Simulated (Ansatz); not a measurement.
# B3LYP/6-31G(d) (spherical functions) run of CH3AlO (SMILES [CH3][Al]=[O])

Aim: the vertical electron affinity of CH3AlO at B3LYP/6-31G* (spherical functions), from 2 runs. 

Program for the calculation: Ansatz 0.2.0.

61 further runs of the same task are left out: 8 that didn't finish, 53 set aside as unsound or not needed. Runs told in other sessions of the task aren't counted.

### Step 1. The structure to begin with

CH3AlO has 6 atoms, charge 0, and is taken as a singlet. As SMILES, `[CH3][Al]=[O]`. The shape is that of a PBE0-D4/def2-TZVP optimisation.

Bond lengths: C1–Al2 1.935 Å, Al2–O3 1.596 Å, C1–H4 1.092 Å, C1–H5 1.092 Å, C1–H6 1.092 Å. Angles: C1–Al2–O3 180.0°, Al2–C1–H4 110.5°, Al2–C1–H5 110.5°, Al2–C1–H6 110.5°, H4–C1–H5 108.4°, H4–C1–H6 108.4°, H5–C1–H6 108.4°.

### Step 2. A single-point energy at B3LYP/6-31G(d) (spherical functions)

Contents of job.yaml:

```yaml
crystal:
  periodic: [false, false, false]
  atoms:
    - {symbol: C, position_ang: [-0.412500, 0.498200, -0.315400]}
    - {symbol: Al, position_ang: [0.696700, -0.841400, 0.532500]}
    - {symbol: O, position_ang: [1.611700, -1.946300, 1.232100]}
    - {symbol: H, position_ang: [0.065200, 1.479100, -0.263900]}
    - {symbol: H, position_ang: [-1.383600, 0.560900, 0.180800]}
    - {symbol: H, position_ang: [-0.577400, 0.249400, -1.366100]}
basis:
  gaussian:
    orbitals: 6-31G_st_-spherical.json
hamiltonian:
  xc: {name: B3LYP}
accuracy: high
output: {orbitals: {seedname: orbitals}}
```

The basis set 6-31G* is read from a file made from the Basis Set Exchange's data (not shown).

On the command line:

```console
$ ansatz run job.yaml --threads 1 --pin off --max-ram 3480MiB --events-out events.jsonl --progress --plain --runs-dir runs
```

The program printed:

```text
Warning: RAYON_NUM_THREADS=1 ignored (pool sized by the plan → 1); use --threads N
Functional definition: B3LYP
  name "B3LYP"
  parameter a0 = 0.2
  parameter ax = 0.72
  parameter ac = 0.81
  exchange = (1 - a0 - ax)*slater_x + ax*b88_x + a0*exact_x
  correlation = (1 - ac)*vwn_rpa_c + ac*lyp_c
1097 factors; integrals over basis functions are off by at most 7.8e-9 eV
mean field evaluation 1: about -9715.4069 eV, gradient 8.1e1 eV
mean field evaluation 2: about -9566.0049 eV, gradient 1.8e2 eV
mean field evaluation 4: about -9728.5077 eV, gradient 1.9e1 eV
mean field evaluation 8: about -9729.6389 eV, gradient 3.4e-1 eV
mean field evaluation 16: about -9729.6343 eV, gradient 3.8e-6 eV
mean field -9729.63426618 eV, -357.5574642993 hartree, gradient 2.9e-8 eV, S^2 0.000000; 0 other end points of the search recorded, 0 dependent functions left out
reference -9729.63430233 eV, -357.5574656275 hartree; 15, 15 occupied and 37, 37 virtual orbitals, 1097 factors
Total energy: -9729.63430233 eV, -357.5574656275 hartree
```

Run time: 3.3 s. Hardware: 1 thread of Intel Xeon Platinum 8259CL at 2.50GHz (Skylake/Cascade Lake), shared host; peak memory 0.16 GiB.

### Step 3. The doublet anion at the same level

Contents of molecule.yaml:

```yaml
crystal:
  periodic: [false, false, false]
  atoms:
    - {symbol: C, position_ang: [-0.412500, 0.498200, -0.315400]}
    - {symbol: Al, position_ang: [0.696700, -0.841400, 0.532500]}
    - {symbol: O, position_ang: [1.611700, -1.946300, 1.232100]}
    - {symbol: H, position_ang: [0.065200, 1.479100, -0.263900]}
    - {symbol: H, position_ang: [-1.383600, 0.560900, 0.180800]}
    - {symbol: H, position_ang: [-0.577400, 0.249400, -1.366100]}
basis:
  gaussian: {orbitals: 6-31G_st_-spherical.json}
total_charge: -1
magnetization: {spin_polarized: true, initial_magnetization: 1}
hamiltonian: {xc: {name: B3LYP}}
accuracy: high
output: {orbitals: {seedname: orbitals}}
```

The basis set 6-31G* is read from a file made from the Basis Set Exchange's data (not shown).

On the command line:

```console
$ ansatz run molecule.yaml --threads 1 --pin off --max-ram 3480MiB --events-out events.jsonl --progress --plain --runs-dir runs
```

The program printed:

```text
Warning: RAYON_NUM_THREADS=1 ignored (pool sized by the plan → 1); use --threads N
Functional definition: B3LYP
  name "B3LYP"
  parameter a0 = 0.2
  parameter ax = 0.72
  parameter ac = 0.81
  exchange = (1 - a0 - ax)*slater_x + ax*b88_x + a0*exact_x
  correlation = (1 - ac)*vwn_rpa_c + ac*lyp_c
1095 factors; integrals over basis functions are off by at most 7.8e-9 eV
mean field evaluation 1: about -9724.8416 eV, gradient 3.0e1 eV
mean field evaluation 2: about -9668.2735 eV, gradient 1.1e2 eV
mean field evaluation 4: about -9729.0097 eV, gradient 4.4e0 eV
mean field evaluation 8: about -9729.1966 eV, gradient 1.5e-1 eV
mean field evaluation 16: about -9729.1969 eV, gradient 2.7e-4 eV
mean field -9729.19690673 eV, -357.5413916358 hartree, gradient 3.8e-8 eV, S^2 0.759197; 2 other end points of the search recorded, 0 dependent functions left out
reference -9729.19694230 eV, -357.5413929431 hartree; 16, 15 occupied and 36, 37 virtual orbitals, 1095 factors
Total energy: -9729.19694230 eV, -357.5413929431 hartree
```

It took 7.2 s on 1 thread of Intel Xeon Platinum 8259CL at 2.50GHz (Skylake/Cascade Lake), shared host; peak memory 0.22 GiB.

### Step 4. Summary of results

Level: B3LYP/6-31G* (spherical functions).

| quantity | value |
| --- | --- |
| singlet CH3AlO: total energy | -357.55747 Eh |
| singlet CH3AlO: HOMO energy | -6.86 eV |
| singlet CH3AlO: LUMO energy | -1.58 eV |
| singlet CH3AlO: HOMO–LUMO gap | 5.28 eV |
| doublet anion: total energy | -357.54139 Eh |
| doublet anion: HOMO energy (highest over α and β) | 2.44 eV |
| doublet anion: LUMO energy (lowest over α and β) | 4.21 eV |
| doublet anion: ⟨S²⟩ | 0.759 |
| vertical electron affinity (to the doublet anion) | -0.437 eV |

In words: The anion lies 0.44 eV (10.1 kcal/mol) above the neutral: the electron isn't bound at this level, and such a value depends on the basis. Without diffuse functions anions come out too high. The HOMO (doublet anion) lies at positive energy, 2.44 eV, from the functional's self-interaction, a short basis or an electron that isn't bound; only total energies against the neutral tell.
